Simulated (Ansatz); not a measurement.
A nudged elastic band was laid between two geometries of BClH2 + FH (6 atoms, charge 0, multiplicity 1).

Computed with Ansatz 0.2.0, UKS PBE0-D4/def2-SVP.

```yaml
movable_images: 5
climbing_image: yes
spring: 5.0 eV/Å²
optimiser: quadratic models (default)
start_path: straight line
force_threshold: 0.03 eV/Å
iteration_limit: 60
end_points: relaxed
```

Image 0:

```xyz
6
Properties=species:S:1:pos:R:3
B 0.076 0.108 -0.620
Cl 0.946 -1.389 -0.111
H 0.755 1.089 -0.762
H -0.976 -0.057 -1.175
H -0.195 -0.254 1.521
F -0.606 0.502 1.148
```

Image 6:

```xyz
6
Properties=species:S:1:pos:R:3
B -0.339 0.700 -0.523
Cl 1.005 -1.669 0.420
H 0.694 1.233 -0.852
H -1.054 0.075 -1.270
H 0.469 -1.251 1.513
F -0.775 0.913 0.712
```

(1) Which bonds break or form, and what moves?

(2) Give the energies along the band, and the barrier.

(3) What is the geometry of the highest image?

## Answers

(1) Bonds broken: B1–Cl2, H5–F6. Bonds formed: B1–F6, Cl2–H5. BClH2 + FH becomes BFH2 + ClH.

(2) The forces met the threshold. The highest image is number 2 of 0 to 6, 28.1 kJ/mol above the first end and 71.7 kJ/mol above the last; the last end lies 43.6 kJ/mol below the first. Another band between the same ends (5 images) ends at a top of the same energy, where a vibrational analysis finds 1 clearly imaginary mode. The orbitals stay closed-shell, which can raise the energy where a bond breaks towards radicals; this wasn't checked here.

```tsv
image	path coordinate (Å)	energy (kJ/mol)	B1–Cl2 (Å)	H5–F6 (Å)	B1–F6 (Å)
0	0.00	0.0	1.81	0.94	1.94
1	0.35	7.5	1.87	0.98	1.72
2	0.70	28.1	2.02	1.19	1.53
3	1.04	-2.4	2.24	1.55	1.41
4	1.37	-32.1	2.53	1.90	1.35
5	1.70	-42.0	2.76	2.24	1.33
6	2.03	-43.6	2.88	2.62	1.33
```

(3) 
```xyz
6
Properties=species:S:1:pos:R:3:forces:R:3
B -0.089 0.295 -0.443 0.00 0.00 -0.03
Cl 0.861 -1.373 0.200 -0.01 0.01 0.01
H 0.740 1.108 -0.745 0.00 0.00 0.01
H -0.994 -0.040 -1.159 0.00 0.00 0.01
H 0.053 -0.496 1.155 0.01 -0.01 0.00
F -0.572 0.506 0.993 0.00 0.00 0.00
```

The run took 40 s on 2 threads of Intel(R) Xeon(R) Platinum 8488C (Sapphire Rapids) (shared host), peak memory 0.16 GiB.
